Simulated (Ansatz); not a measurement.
# CH7Si2 radical: up Jacob's ladder to CCSD(T)

How much do the methods differ for CH7Si2 radical? The plan is to run it at one geometry with functionals of several rungs and with coupled cluster, and see how far each lands from CCSD(T) at the basis-set limit for the atomisation energy.

The runs use Ansatz 0.2.0, Gaussian basis; functionals in def2-TZVPP, the program's frozen cores in correlated methods.

The runs, in order: LDA (SPW92), PBE-D4, revPBE-D4, BLYP-D4, r2SCAN-D4, B97M-V, PBE0-D4, B3LYP-D4, r2SCANh-D4, r2SCAN0-D4, HSE06-D4, BHLYP-D4, CAM-B3LYP-D4, LC-ωPBE, ωB97X-V, ωB97M-V, B2PLYP, PBE-QIDH; CCSD(T)/def2-SVP; CCSD(T)/def2-TZVPP; MP2/def2-QZVPP; extrapolation to the limit; RPA on PBE.

## Step 1: The relaxed structure

All runs share one geometry, relaxed beforehand with PBE0-D4 in a triple-zeta def2 set.

SMILES `C[SiH2][SiH2]`, 10 atoms, charge 0, spin multiplicity 2.

Atoms are counted from 1 here; the program's logs count them from 0.

Bond lengths: C1–Si2 1.875 Å, C1–H4 1.092 Å, C1–H5 1.092 Å, C1–H6 1.092 Å, Si2–Si3 2.328 Å, Si2–H7 1.493 Å, Si2–H8 1.490 Å, Si3–H9 1.489 Å, Si3–H10 1.490 Å. Angles: Si2–C1–H4 110.5°, Si2–C1–H5 110.7°, Si2–C1–H6 110.8°, H4–C1–H5 108.1°, H4–C1–H6 108.4°, H5–C1–H6 108.2°, C1–Si2–Si3 110.6°, C1–Si2–H7 109.9°, C1–Si2–H8 110.7°, Si3–Si2–H7 110.7°, Si3–Si2–H8 107.6°, H7–Si2–H8 107.3°, Si2–Si3–H9 115.4°, Si2–Si3–H10 114.7°, H9–Si3–H10 109.5°.

Geometry (Å):

```xyz
10

C    -1.0058    0.7510   -0.9479
Si   -0.2407   -0.7059   -0.0494
Si    1.3464    0.0248    1.4896
H    -1.7515    0.4071   -1.6681
H    -0.2435    1.3146   -1.4904
H    -1.4940    1.4282   -0.2443
H     0.3721   -1.6445   -1.0351
H    -1.2791   -1.4659    0.7009
H     1.9559   -1.0403    2.3331
H     2.4232    0.8798    0.9146
```

## Step 2: LDA

This LDA is Slater exchange with PW92 correlation.

in.yaml

```yaml
crystal:
  periodic: [false, false, false]
  atoms:
    - {symbol: C, position_ang: [-1.005754, 0.751027, -0.947945]}
    - {symbol: Si, position_ang: [-0.240657, -0.705881, -0.049442]}
    - {symbol: Si, position_ang: [1.346392, 0.024774, 1.489637]}
    - {symbol: H, position_ang: [-1.751541, 0.407055, -1.668130]}
    - {symbol: H, position_ang: [-0.243548, 1.314562, -1.490405]}
    - {symbol: H, position_ang: [-1.493996, 1.428178, -0.244299]}
    - {symbol: H, position_ang: [0.372101, -1.644544, -1.035132]}
    - {symbol: H, position_ang: [-1.279071, -1.465856, 0.700898]}
    - {symbol: H, position_ang: [1.955937, -1.040339, 2.333131]}
    - {symbol: H, position_ang: [2.423236, 0.879825, 0.914586]}
basis:
  gaussian: {orbitals: def2-TZVPP}
magnetization: {spin_polarized: true, initial_magnetization: 1}
hamiltonian: {xc: lda}
output: {orbitals: {seedname: orbitals}}
```

The run is started by

```
ansatz run in.yaml --threads 4 --pin off --events-out ev --progress --plain --max-ram 10444MiB
```

After this run come: PBE-D4 (GGA); revPBE-D4 (GGA); BLYP-D4 (GGA); r2SCAN-D4 (meta-GGA); B97M-V (meta-GGA); PBE0-D4 (hybrid); B3LYP-D4 (hybrid); r2SCANh-D4 (hybrid); r2SCAN0-D4 (hybrid); HSE06-D4 (hybrid); BHLYP-D4 (hybrid); CAM-B3LYP-D4 (range-separated); LC-ωPBE (range-separated); ωB97X-V (range-separated); ωB97M-V (range-separated); B2PLYP (double hybrid); PBE-QIDH (double hybrid); CCSD(T) in def2-SVP; CCSD(T) in def2-TZVPP; MP2 in def2-QZVPP; RPA on PBE orbitals.

Q: Predict the results of all the runs planned. Wanted: atomisation energy, CCSD(T)/CBS; farthest beyond LDA; mean size of error, GGA; mean size of error, meta-GGA; mean size of error, hybrid; mean size of error, range-separated; mean size of error, double hybrid; gap, smallest and largest; T1 diagnostic.

**Answer**, as computed:

```
                               quantity                                                                               value
        atomisation energy, CCSD(T)/CBS                                                                      746.5 kcal/mol
functionals within 3.7 kcal/mol (0.5 %)  PBE-D4, PBE0-D4, B3LYP-D4, r2SCANh-D4, r2SCAN0-D4, HSE06-D4, CAM-B3LYP-D4, ωB97M-V
                    farthest beyond LDA                                                          revPBE-D4 (-10.4 kcal/mol)
                mean size of error, GGA                                                                        6.1 kcal/mol
           mean size of error, meta-GGA                                                                        4.9 kcal/mol
             mean size of error, hybrid                                                                        2.5 kcal/mol
    mean size of error, range-separated                                                                        3.4 kcal/mol
      mean size of error, double hybrid                                                                        7.8 kcal/mol
              gap, smallest and largest                                            1.12 eV (LDA (SPW92)), 8.40 eV (LC-ωPBE)
                          T1 diagnostic                                                                              0.0134
triples share of the correlation energy                                                                               3.4 %
```

The LDA atomisation energy is off by 79.2 kcal/mol (11 %): it overbinds. PBE-D4 misses by -0.8 kcal/mol. Double hybrids carry the basis error of their MP2 part in triple zeta, and no dispersion term here, so their miss is partly the set-up's. The rungs hybrid, range-separated miss on average by less than the doubt on the reference (3.7 kcal/mol), so they tie. Misses under about 3.7 kcal/mol are within the doubt on the reference itself, which lacks core-valence correlation, relativity and higher excitations. Hartree-Fock recovers 77 % of the binding; the rest is correlation. CCSD(T) in def2-SVP is off by -42.7 kcal/mol, worse than the median functional, from the basis alone. The gap grows from 1.1 to 8.4 eV across the functionals, mostly with the share of exact exchange.
